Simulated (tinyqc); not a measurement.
Inside a calculation. Method: CIS on RHF in the sto-3g basis, for H2O, spin multiplicity 1. One step of it, computed by the program tinyqc.

Question. CIS singlet states. Diagonalise A (1 hartree = 27.211386 eV); each vector has its largest component positive (the first on a tie). The transition dipole is mu = sqrt2 sum c_ia <i|r|a>.

CIS matrix A, singlet (hartree):
```
           1>6        1>7        2>6        2>7        3>6        3>7        4>6        4>7
1>6  19.982937   0.002216   0.022523  -0.000797  -0.000270   0.018726  -0.018054   0.000341
1>7   0.002216  20.044445  -0.000790   0.049968   0.003014   0.001063   0.000120  -0.025236
2>6   0.022523  -0.000790   1.243695   0.001492   0.000279  -0.051736   0.077526   0.002049
2>7  -0.000797   0.049968   0.001492   1.340691   0.033783  -0.001024   0.003130  -0.013531
3>6  -0.000270   0.003014   0.000279   0.033783   0.630504  -0.002198   0.005655  -0.049853
3>7   0.018726   0.001063  -0.051736  -0.001024  -0.002198   0.910585  -0.125023  -0.001948
4>6  -0.018054   0.000120   0.077526   0.003130   0.005655  -0.125023   0.487197   0.000302
4>7   0.000341  -0.025236   0.002049  -0.013531  -0.049853  -0.001948   0.000302   0.568018
5>6   0.000000   0.000000   0.000000   0.000000   0.000000   0.000000   0.000000   0.000000
5>7   0.000000   0.000000   0.000000   0.000000   0.000000   0.000000   0.000000   0.000000

          5>6       5>7
1>6  0.000000  0.000000
1>7  0.000000  0.000000
2>6  0.000000  0.000000
2>7  0.000000  0.000000
3>6  0.000000  0.000000
3>7  0.000000  0.000000
4>6  0.000000  0.000000
4>7  0.000000  0.000000
5>6  0.322500  0.001369
5>7  0.001369  0.430865
```

dipole integrals <i|r|a> (bohr), order 1>6, 1>7, 2>6, 2>7, 3>6, 3>7, 4>6, 4>7, 5>6, 5>7:
$$\begin{pmatrix}
0.000000 & -0.001386 & -0.041408 \\
0.000000 & 0.056450 & -0.001018 \\
0.000000 & -0.002229 & 0.006814 \\
0.000000 & -0.097750 & 0.003513 \\
0.000000 & 1.042217 & 0.014619 \\
0.000000 & 0.028933 & -0.602588 \\
0.000000 & 0.031997 & 0.459010 \\
0.000000 & -0.774099 & 0.004603 \\
-0.078913 & 0.000000 & 0.000000 \\
-0.002021 & 0.000000 & 0.000000
\end{pmatrix}$$

Give: singlet excitation energies; lowest vectors; oscillator strengths 2/3 w |mu|^2.

Answer.

singlet excitation energies (eV): [8.775, 11.725, 12.194, 14.705, 17.858, 25.290, 34.389, 36.533, 543.763, 545.444]

lowest vectors, order 1>6, 1>7, 2>6, 2>7, 3>6, 3>7, 4>6, 4>7, 5>6, 5>7:
$$\begin{pmatrix}
0.000 & 0.000 & 0.001 & 0.000 & 0.000 & -0.001 \\
0.000 & 0.000 & 0.000 & 0.001 & -0.001 & 0.000 \\
0.000 & 0.000 & -0.078 & -0.004 & 0.000 & 0.213 \\
0.000 & 0.000 & -0.002 & -0.006 & -0.053 & 0.004 \\
0.000 & 0.000 & -0.029 & 0.485 & 0.873 & -0.010 \\
0.000 & 0.000 & 0.252 & 0.013 & 0.013 & 0.949 \\
0.000 & 0.000 & 0.964 & 0.019 & 0.018 & -0.231 \\
0.000 & 0.000 & -0.009 & 0.874 & -0.485 & -0.003 \\
1.000 & 0.013 & 0.000 & 0.000 & 0.000 & 0.000 \\
-0.013 & 1.000 & 0.000 & 0.000 & 0.000 & 0.000
\end{pmatrix}$$

oscillator strengths 2/3 w |mu|^2: [0.003, 0.000, 0.050, 0.021, 1.458, 0.568]
